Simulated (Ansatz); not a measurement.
The same path of C3H6FNO (12 atoms, charge 0, multiplicity 1) was run 3 times with different band settings. The coordinate that changes most is the dihedral H9–C1–C2–F4.

Level of theory: Ansatz 0.2.0, RKS PBE/STO-3G.

Relaxed end points:

```xyz
12
Properties=species:S:1:pos:R:3
C -1.116 -0.254 -0.989
C -0.007 -0.344 0.117
O 0.739 -1.578 -0.125
F -0.614 -0.382 1.434
C 0.922 0.938 0.226
N 0.972 1.562 1.388
H -1.820 0.565 -0.754
H -0.644 -0.053 -1.969
H -1.671 -1.209 -1.046
H 1.565 -1.451 0.493
H 1.518 1.249 -0.658
H 0.233 0.902 1.919
```

```xyz
12
Properties=species:S:1:pos:R:3
C -1.042 -0.331 -1.045
C 0.105 -0.348 0.025
O 1.176 -1.187 -0.511
F -0.383 -0.904 1.273
C 0.603 1.088 0.483
N 0.527 1.382 1.767
H -0.713 0.243 -1.932
H -1.284 -1.365 -1.356
H -1.947 0.146 -0.624
H 1.958 -0.972 0.137
H 1.023 1.780 -0.276
H 0.056 0.414 2.093
```

Common settings: spring 5.0 eV/Å²; optimiser quadratic models (default); start path IDPP; force threshold 0.05 eV/Å; end points relaxed.

| run | movable images | climbing image | iteration limit |
| --- | --- | --- | --- |
| 1 | 5 | yes | 60 |
| 2 | 5 | yes | 6 |
| 3 | 8 | no | 60 |

(1) What does each run give, and how far can it be trusted?

Results:

(1) Run 1: converged after 6 iterations, highest image 0.055 eV above the first end. A vibrational analysis at the climbing image gives one clearly imaginary mode, 144i cm⁻¹: a first-order saddle point.
Run 2: converged after 6 iterations, highest image 0.055 eV above the first end. Another band between the same ends (5 images) ends at a top of the same energy, where a vibrational analysis finds 1 clearly imaginary mode.
Run 3: converged after 5 iterations, highest image 0.054 eV above the first end. No image climbed, so the highest image needn't sit at the top of the path.
Limits of this set-up: minimal basis.
